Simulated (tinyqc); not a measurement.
Inside a calculation. Method: coupled-perturbed Hartree-Fock on RHF in the sto-3g basis, for LiH, spin multiplicity 1. One step of it, computed by the program tinyqc.

Question. Orthogonalisation. S = U s U^T; symmetric (Loewdin) form X = U s^(-1/2) U^T, so that X^T S X = 1.

overlap S, order 1Li 1s, 1Li 2s, 1Li 2px, 1Li 2py, 1Li 2pz, 2H 1s:
```
[[1.000000, 0.241137, 0.000000, 0.000000, 0.000000, 0.046728],
 [0.241137, 1.000000, 0.000000, 0.000000, 0.000000, 0.354634],
 [0.000000, 0.000000, 1.000000, 0.000000, 0.000000, 0.000000],
 [0.000000, 0.000000, 0.000000, 1.000000, 0.000000, 0.000000],
 [0.000000, 0.000000, 0.000000, 0.000000, 1.000000, 0.478786],
 [0.046728, 0.354634, 0.000000, 0.000000, 0.478786, 1.000000]]
```

Give: eigenvalues of S; X.

Answer.

eigenvalues of S: [0.395, 0.801, 1.000, 1.000, 1.176, 1.628]

X, order 1Li 1s, 1Li 2s, 1Li 2px, 1Li 2py, 1Li 2pz, 2H 1s:
```
[[1.023, -0.130, 0.000, 0.000, -0.007, 0.014],
 [-0.130, 1.090, 0.000, 0.000, 0.089, -0.236],
 [0.000, 0.000, 1.000, 0.000, 0.000, 0.000],
 [0.000, 0.000, 0.000, 1.000, 0.000, 0.000],
 [-0.007, 0.089, 0.000, 0.000, 1.118, -0.314],
 [0.014, -0.236, 0.000, 0.000, -0.314, 1.183]]
```
